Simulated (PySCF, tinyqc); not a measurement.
Worked calculation: G0W0 on RHF in the sto-3g basis, for CH+, spin multiplicity 1. The lowest restricted solution is unstable here: a spin-polarised one lies 0.0101 hartree lower (PySCF). Computed by tinyqc, a small Python program that keeps every step (integrals from PySCF). Settings: charge = 1, multiplicity = 1, basis = sto-3g, method = RHF, energy threshold = 1e-10, iteration cap = 58, orthogonalisation = symmetric, start = core, DIIS depth = 6. Command: `OMP_NUM_THREADS=1 python tinyqc.py 25474 25475 out.jsonl` (the two numbers bound the seeds that draw the settings). One thread of a shared host (Intel(R) Xeon(R) Processor @ 2.60GHz), about 0.05 s of CPU time with the checks. The early iterations of the SCF are left out here.

## One-electron integrals

Geometry (angstrom):
```
atom         x         y         z
C     0.000000  0.000000  0.000000
H     0.000000  0.000000  1.211000
```

Basis sto-3g: exponents (1/bohr^2) and contraction coefficients of normalised primitives:
```
element  l (shell)   exponent  coefficient
C            s (1)  71.616837     0.154329
C            s (1)  13.045096     0.535328
C            s (1)   3.530512     0.444635
C            s (2)   2.941249    -0.099967
C            s (2)   0.683483     0.399513
C            s (2)   0.222290     0.700115
C            p (3)   2.941249     0.155916
C            p (3)   0.683483     0.607684
C            p (3)   0.222290     0.391957
H            s (1)   3.425251     0.154329
H            s (1)   0.623914     0.535328
H            s (1)   0.168855     0.444635
```

Overlap, kinetic and nuclear-attraction integrals over the contracted functions; the nuclear repulsion is the sum of Za Zb / Rab.

nuclear repulsion = 2.62185241 hartree

overlap S, order 1C 1s, 1C 2s, 1C 2px, 1C 2py, 1C 2pz, 2H 1s:
$$\begin{pmatrix}
1.000000 & 0.248362 & 0.000000 & 0.000000 & 0.000000 & 0.047000 \\
0.248362 & 1.000000 & 0.000000 & 0.000000 & 0.000000 & 0.423493 \\
0.000000 & 0.000000 & 1.000000 & 0.000000 & 0.000000 & 0.000000 \\
0.000000 & 0.000000 & 0.000000 & 1.000000 & 0.000000 & 0.000000 \\
0.000000 & 0.000000 & 0.000000 & 0.000000 & 1.000000 & 0.423176 \\
0.047000 & 0.423493 & 0.000000 & 0.000000 & 0.423176 & 1.000000
\end{pmatrix}$$

kinetic energy T (hartree), order 1C 1s, 1C 2s, 1C 2px, 1C 2py, 1C 2pz, 2H 1s:
$$\begin{pmatrix}
15.891122 & -0.085890 & 0.000000 & 0.000000 & 0.000000 & -0.012222 \\
-0.085890 & 0.472250 & 0.000000 & 0.000000 & 0.000000 & 0.071637 \\
0.000000 & 0.000000 & 1.477728 & 0.000000 & 0.000000 & 0.000000 \\
0.000000 & 0.000000 & 0.000000 & 1.477728 & 0.000000 & 0.000000 \\
0.000000 & 0.000000 & 0.000000 & 0.000000 & 1.477728 & 0.192559 \\
-0.012222 & 0.071637 & 0.000000 & 0.000000 & 0.192559 & 0.760032
\end{pmatrix}$$

nuclear attraction V (hartree), order 1C 1s, 1C 2s, 1C 2px, 1C 2py, 1C 2pz, 2H 1s:
$$\begin{pmatrix}
-34.089716 & -4.300757 & 0.000000 & 0.000000 & -0.013721 & -0.827221 \\
-4.300757 & -5.619701 & 0.000000 & 0.000000 & -0.147361 & -1.978092 \\
0.000000 & 0.000000 & -5.543626 & 0.000000 & 0.000000 & 0.000000 \\
0.000000 & 0.000000 & 0.000000 & -5.543626 & 0.000000 & 0.000000 \\
-0.013721 & -0.147361 & 0.000000 & 0.000000 & -5.646438 & -1.848408 \\
-0.827221 & -1.978092 & 0.000000 & 0.000000 & -1.848408 & -3.813478
\end{pmatrix}$$

core Hamiltonian H = T + V (hartree), order 1C 1s, 1C 2s, 1C 2px, 1C 2py, 1C 2pz, 2H 1s:
$$\begin{pmatrix}
-18.198595 & -4.386647 & 0.000000 & 0.000000 & -0.013721 & -0.839443 \\
-4.386647 & -5.147451 & 0.000000 & 0.000000 & -0.147361 & -1.906455 \\
0.000000 & 0.000000 & -4.065898 & 0.000000 & 0.000000 & 0.000000 \\
0.000000 & 0.000000 & 0.000000 & -4.065898 & 0.000000 & 0.000000 \\
-0.013721 & -0.147361 & 0.000000 & 0.000000 & -4.168710 & -1.655849 \\
-0.839443 & -1.906455 & 0.000000 & 0.000000 & -1.655849 & -3.053446
\end{pmatrix}$$

## Two-electron integrals

Functions are numbered as in S; the eight-fold symmetry (ij|kl) = (ji|kl) = (kl|ij) leaves the list below.

Two-electron integrals (ij|kl) in chemists' order, unique and non-zero (hartree):
```
(11|11) 3.541948   (21|11) 0.576921   (21|21) 0.111888   (22|11) 0.854682
(22|21) 0.205284   (22|22) 0.624709   (31|31) 0.020296   (32|31) 0.030858
(32|32) 0.137996   (33|11) 0.852436   (33|21) 0.205335   (33|22) 0.624568
(33|33) 0.672833   (41|41) 0.020296   (42|41) 0.030858   (42|42) 0.137996
(43|43) 0.036269   (44|11) 0.852436   (44|21) 0.205335   (44|22) 0.624568
(44|33) 0.600295   (44|44) 0.672833   (51|51) 0.020296   (52|51) 0.030858
(52|52) 0.137996   (53|53) 0.036269   (54|54) 0.036269   (55|11) 0.852436
(55|21) 0.205335   (55|22) 0.624568   (55|33) 0.600295   (55|44) 0.600295
(55|55) 0.672833   (61|11) 0.109704   (61|21) 0.021157   (61|22) 0.038779
(61|33) 0.038647   (61|44) 0.038647   (61|51) 0.001281   (61|52) 0.002396
(61|55) 0.039057   (61|61) 0.004089   (62|11) 0.274404   (62|21) 0.066844
(62|22) 0.225223   (62|33) 0.219719   (62|44) 0.219719   (62|51) 0.006358
(62|52) 0.044652   (62|55) 0.236018   (62|61) 0.013196   (62|62) 0.108315
(63|31) 0.006653   (63|32) 0.035531   (63|53) 0.008625   (63|63) 0.012973
(64|41) 0.006653   (64|42) 0.035531   (64|54) 0.008625   (64|64) 0.012973
(65|11) 0.238216   (65|21) 0.058761   (65|22) 0.209930   (65|33) 0.199398
(65|44) 0.199398   (65|51) 0.011502   (65|52) 0.073979   (65|55) 0.230763
(65|61) 0.012119   (65|62) 0.119836   (65|65) 0.143147   (66|11) 0.430734
(66|21) 0.106701   (66|22) 0.409609   (66|33) 0.388084   (66|44) 0.388084
(66|51) 0.012413   (66|52) 0.118182   (66|55) 0.452133   (66|61) 0.021341
(66|62) 0.252593   (66|65) 0.308159   (66|66) 0.774606
```

## Orthogonalisation

S = U s U^T; symmetric (Loewdin) form X = U s^(-1/2) U^T, so that X^T S X = 1.

eigenvalues of S: [0.386074, 0.818384, 1.000000, 1.000000, 1.154561, 1.640981]

X, order 1C 1s, 1C 2s, 1C 2px, 1C 2py, 1C 2pz, 2H 1s:
$$\begin{pmatrix}
1.025483 & -0.139426 & 0.000000 & 0.000000 & -0.009913 & 0.024717 \\
-0.139426 & 1.121582 & 0.000000 & 0.000000 & 0.094927 & -0.285096 \\
0.000000 & 0.000000 & 1.000000 & 0.000000 & 0.000000 & 0.000000 \\
0.000000 & 0.000000 & 0.000000 & 1.000000 & 0.000000 & 0.000000 \\
-0.009913 & 0.094927 & 0.000000 & 0.000000 & 1.092571 & -0.279070 \\
0.024717 & -0.285096 & 0.000000 & 0.000000 & -0.279070 & 1.186468
\end{pmatrix}$$

## Iteration 7 (converged): orbitals

converged F (hartree), order 1C 1s, 1C 2s, 1C 2px, 1C 2py, 1C 2pz, 2H 1s:
$$\begin{pmatrix}
-11.691112 & -3.108450 & 0.000000 & 0.000000 & -0.019117 & -0.601767 \\
-3.108450 & -1.909172 & 0.000000 & 0.000000 & -0.082246 & -0.790905 \\
0.000000 & 0.000000 & -0.281030 & 0.000000 & 0.000000 & 0.000000 \\
0.000000 & 0.000000 & 0.000000 & -0.281030 & 0.000000 & 0.000000 \\
-0.019117 & -0.082246 & 0.000000 & 0.000000 & -0.755959 & -0.637918 \\
-0.601767 & -0.790905 & 0.000000 & 0.000000 & -0.637918 & -0.782834
\end{pmatrix}$$

Diagonalise F' = X^T F X, C = X C', fill 3 alpha and 3 beta electrons from the bottom; D = 2 C_occ C_occ^T. Each column has its largest component positive (the first on a tie).

F' = X^T F X (hartree):
$$\begin{pmatrix}
-11.467920 & -1.537826 & 0.000000 & 0.000000 & -0.037268 & -0.059956 \\
-1.537826 & -1.251682 & 0.000000 & 0.000000 & 0.076439 & -0.382536 \\
0.000000 & 0.000000 & -0.281030 & 0.000000 & 0.000000 & 0.000000 \\
0.000000 & 0.000000 & 0.000000 & -0.281030 & 0.000000 & 0.000000 \\
-0.037268 & 0.076439 & 0.000000 & 0.000000 & -0.564932 & -0.462010 \\
-0.059956 & -0.382536 & 0.000000 & 0.000000 & -0.462010 & -0.370006
\end{pmatrix}$$

orbital energies (hartree): MO1 -11.695638, MO2 -1.220744, MO3 -0.846771, MO4 -0.281030, MO5 -0.281030, MO6 0.108615

coefficients C, order 1C 1s, 1C 2s, 1C 2px, 1C 2py, 1C 2pz, 2H 1s:
$$\begin{pmatrix}
0.994302 & -0.235774 & 0.130624 & 0.000000 & 0.000000 & 0.102350 \\
0.023173 & 0.824155 & -0.568531 & 0.000000 & 0.000000 & -0.603887 \\
0.000000 & 0.000000 & 0.000000 & 0.872001 & 0.489503 & 0.000000 \\
0.000000 & 0.000000 & 0.000000 & -0.489503 & 0.872001 & 0.000000 \\
0.004175 & 0.209345 & 0.705107 & 0.000000 & 0.000000 & -0.860048 \\
-0.005744 & 0.280436 & 0.387340 & 0.000000 & 0.000000 & 1.157051
\end{pmatrix}$$

D after iteration 7, order 1C 1s, 1C 2s, 1C 2px, 1C 2py, 1C 2pz, 2H 1s:
$$\begin{pmatrix}
2.122579 & -0.491075 & 0.000000 & 0.000000 & 0.093795 & -0.042469 \\
-0.491075 & 2.005994 & 0.000000 & 0.000000 & -0.456492 & 0.021549 \\
0.000000 & 0.000000 & 0.000000 & 0.000000 & 0.000000 & 0.000000 \\
0.000000 & 0.000000 & 0.000000 & 0.000000 & 0.000000 & 0.000000 \\
0.093795 & -0.456492 & 0.000000 & 0.000000 & 1.082038 & 0.663600 \\
-0.042469 & 0.021549 & 0.000000 & 0.000000 & 0.663600 & 0.457419
\end{pmatrix}$$

Within a degenerate level the vectors are fixed only up to a rotation; this is one choice.

## Convergence

Stop when the energy changes by less than 1e-10 hartree and every element of the error matrix X^T (F D S - S D F) X is below 3e-06.

Course of the cycle:
```
iteration   E (hartree)     change  largest element of the error matrix
1          -36.98145324          -                             5.87e-01
2          -37.44365148  -4.62e-01                             1.28e-01
3          -37.45588111  -1.22e-02                             1.06e-02
4          -37.45595694  -7.58e-05                             1.75e-03
5          -37.45595982  -2.88e-06                             2.97e-05
6          -37.45595982  -7.85e-10                             8.94e-07
7          -37.45595982  -5.97e-13                             2.48e-10
```

PySCF RHF in the same basis = -37.45595982 hartree

Converged in 7 iterations.

## Integrals over molecular orbitals

(pq|rs) = sum C_ip C_jq C_kr C_ls (ij|kl), one index at a time.

one-electron integrals over orbitals h = C^T H C (hartree):
$$\begin{pmatrix}
-18.186862 & 0.355982 & -0.188500 & 0.000000 & 0.000000 & -0.145302 \\
0.355982 & -4.240175 & 0.178477 & 0.000000 & 0.000000 & 0.594300 \\
-0.188500 & 0.178477 & -3.887620 & 0.000000 & 0.000000 & 0.482088 \\
0.000000 & 0.000000 & 0.000000 & -4.065898 & 0.000000 & 0.000000 \\
0.000000 & 0.000000 & 0.000000 & 0.000000 & -4.065898 & 0.000000 \\
-0.145302 & 0.594300 & 0.482088 & 0.000000 & 0.000000 & -3.086679
\end{pmatrix}$$

Two-electron integrals over orbitals (pq|rs), unique and non-zero (hartree):
```
(11|11) 3.513027    (21|11) -0.311051   (21|21) 0.044662    (22|11) 0.764361
(22|21) -0.007927   (22|22) 0.599442    (31|11) 0.169875    (31|21) -0.020285
(31|22) 0.017636    (31|31) 0.024518    (32|11) -0.092892   (32|21) 0.009067
(32|22) 0.042469    (32|31) 0.011479    (32|32) 0.098405    (33|11) 0.759327
(33|21) -0.012763   (33|22) 0.517167    (33|31) -0.007580   (33|32) -0.055448
(33|33) 0.610784    (41|41) 0.021477    (42|41) 0.024933    (42|42) 0.102034
(43|41) -0.013483   (43|42) -0.043345   (43|43) 0.050081    (44|11) 0.852062
(44|21) -0.009658   (44|22) 0.568508    (44|31) 0.004997    (44|32) -0.049913
(44|33) 0.558660    (44|44) 0.672833    (51|51) 0.021477    (52|51) 0.024933
(52|52) 0.102034    (53|51) -0.013483   (53|52) -0.043345   (53|53) 0.050081
(54|54) 0.036269    (55|11) 0.852062    (55|21) -0.009658   (55|22) 0.568508
(55|31) 0.004997    (55|32) -0.049913   (55|33) 0.558660    (55|44) 0.600295
(55|55) 0.672833    (61|11) 0.133289    (61|21) -0.022780   (61|22) -0.006670
(61|31) -0.001851   (61|32) -0.015931   (61|33) 0.016391    (61|44) 0.003509
(61|55) 0.003509    (61|61) 0.021390    (62|11) -0.204911   (62|21) 0.003174
(62|22) -0.076080   (62|31) -0.013222   (62|32) 0.017996    (62|33) -0.028448
(62|44) -0.103932   (62|55) -0.103932   (62|61) 0.007467    (62|62) 0.097963
(63|11) -0.170807   (63|21) 0.004502    (63|22) -0.020043   (63|31) 0.004255
(63|32) 0.074283    (63|33) -0.084242   (63|44) -0.084727   (63|55) -0.084727
(63|61) -0.007056   (63|62) 0.064824    (63|63) 0.106307    (64|41) -0.009727
(64|42) -0.038245   (64|43) 0.000988    (64|64) 0.025675    (65|51) -0.009727
(65|52) -0.038245   (65|53) 0.000988    (65|65) 0.025675    (66|11) 0.652852
(66|21) -0.004234   (66|22) 0.562432    (66|31) 0.015335    (66|32) 0.090466
(66|33) 0.495193    (66|44) 0.480154    (66|55) 0.480154    (66|61) -0.008398
(66|62) 0.010932    (66|63) 0.060237    (66|66) 0.654297
```

## Screening: direct RPA

With D = e_a - e_i and K = (ia|jb): diagonalise D^(1/2) (D + 4K) D^(1/2) = Z w^2 Z^T; X + Y = D^(1/2) Z w^(-1/2), each column of Z with its largest component positive (the first on a tie); E_c = (sum w - tr (D + 2K)) / 2.

D^(1/2) (D + 4K) D^(1/2) (hartree^2):
```
            1>4         1>5         1>6        2>4        2>5       2>6        3>4        3>5
1>4  131.273906    0.000000    0.000000   0.326632   0.000000  0.000000  -0.137053   0.000000
1>5    0.000000  131.273906    0.000000   0.000000   0.326632  0.000000   0.000000  -0.137053
1>6    0.000000    0.000000  140.350366   0.000000   0.000000  0.118316   0.000000   0.000000
2>4    0.326632    0.000000    0.000000   1.266595   0.000000  0.000000  -0.126417   0.000000
2>5    0.000000    0.326632    0.000000   0.000000   1.266595  0.000000   0.000000  -0.126417
2>6    0.000000    0.000000    0.118316   0.000000   0.000000  2.288109   0.000000   0.000000
3>4   -0.137053    0.000000    0.000000  -0.126417   0.000000  0.000000   0.433396   0.000000
3>5    0.000000   -0.137053    0.000000   0.000000  -0.126417  0.000000   0.000000   0.433396
3>6    0.000000    0.000000   -0.094786   0.000000   0.000000  0.292218   0.000000   0.000000

           3>6
1>4   0.000000
1>5   0.000000
1>6  -0.094786
2>4   0.000000
2>5   0.000000
2>6   0.292218
3>4   0.000000
3>5   0.000000
3>6   1.319018
```

excitation energies w (hartree): [0.643878, 0.643878, 1.112481, 1.133335, 1.133335, 1.539268, 11.457525, 11.457525, 11.846963]

X + Y:
```
            1          2          3          4          5          6          7          8
1>4  0.002822  -0.000001   0.000000   0.000002  -0.008379   0.000000   0.000000   0.998122
1>5  0.000001   0.002822   0.000000  -0.008379  -0.000002   0.000000   0.998122   0.000000
1>6  0.000000   0.000000   0.002881   0.000000   0.000000  -0.001778   0.000000   0.000000
2>4  0.177003  -0.000094   0.000000  -0.000205   0.900752   0.000000   0.000000   0.000720
2>5  0.000094   0.177003   0.000000   0.900752   0.000205   0.000000   0.000720   0.000000
2>6  0.000000   0.000000  -0.293058   0.000000   0.000000   0.895298   0.000000   0.000000
3>4  0.927246  -0.000492   0.000000   0.000024  -0.103516   0.000000   0.000000  -0.000233
3>5  0.000492   0.927246   0.000000  -0.103516  -0.000024   0.000000  -0.000233   0.000000
3>6  0.000000   0.000000   0.892785   0.000000   0.000000   0.211209   0.000000   0.000000

             9
1>4   0.000000
1>5   0.000000
1>6   0.998195
2>4   0.000000
2>5   0.000000
2>6   0.000287
3>4   0.000000
3>5   0.000000
3>6  -0.000193
```

RPA correlation energy = -0.05331558 hartree

Within a degenerate level the vectors are fixed only up to a rotation; this is one choice.

## G0W0 on Hartree-Fock: HOMO

W(p,q,m) = sqrt2 sum_ia (pq|ia) (X+Y)_ia,m; Sigma_c(x) = sum_(i,m) W^2/(x - e_i + w_m) + sum_(a,m) W^2/(x - e_a - w_m); solve x = e_p + Sigma_c(x) by Newton steps; Z = 1/(1 - dSigma/dx); 1 hartree = 27.211386 eV.

The 12 largest terms at x = e_p (hartree; W for the signs of X + Y given):
```
q  m          W       term
3  3  -0.094506   0.008028
6  3   0.107327  -0.005570
6  6   0.113848  -0.005196
2  3   0.086266   0.005006
5  2   0.054769  -0.002480
4  1   0.054769  -0.002480
3  6  -0.061222   0.002435
5  4  -0.062387  -0.002291
4  5  -0.062387  -0.002291
2  6   0.045013   0.001059
3  9   0.023150   0.000045
2  9  -0.022502   0.000041
```

Newton steps (hartree):
```
step          x  Sigma_c(x)         Z
0     -0.846771   -0.003731  0.976268
1     -0.850413   -0.003642  0.976247
2     -0.850413   -0.003642  0.976247
```

quasiparticle energy of the HOMO = -23.140928 eV

Hartree-Fock value = -23.041823 eV

## G0W0 on Hartree-Fock: LUMO

As before.

The 12 largest terms at x = e_p (hartree; W for the signs of X + Y given):
```
q  m          W       term
4  6  -0.156909  -0.015995
2  5   0.136027   0.008926
4  3  -0.063887  -0.003669
3  1   0.054769   0.002480
3  5  -0.062387   0.002291
6  5  -0.048748  -0.001560
2  1  -0.031199   0.000615
2  8   0.035312   0.000101
1  5   0.033480   0.000089
6  1  -0.008316  -0.000067
1  8   0.030346   0.000040
3  8  -0.019093   0.000030
```

Newton steps (hartree):
```
step          x  Sigma_c(x)         Z
0     -0.281030   -0.006727  0.977620
1     -0.287606   -0.006577  0.977690
2     -0.287606   -0.006577  0.977690
```

quasiparticle energy of the LUMO = -7.826169 eV

Hartree-Fock value = -7.647207 eV
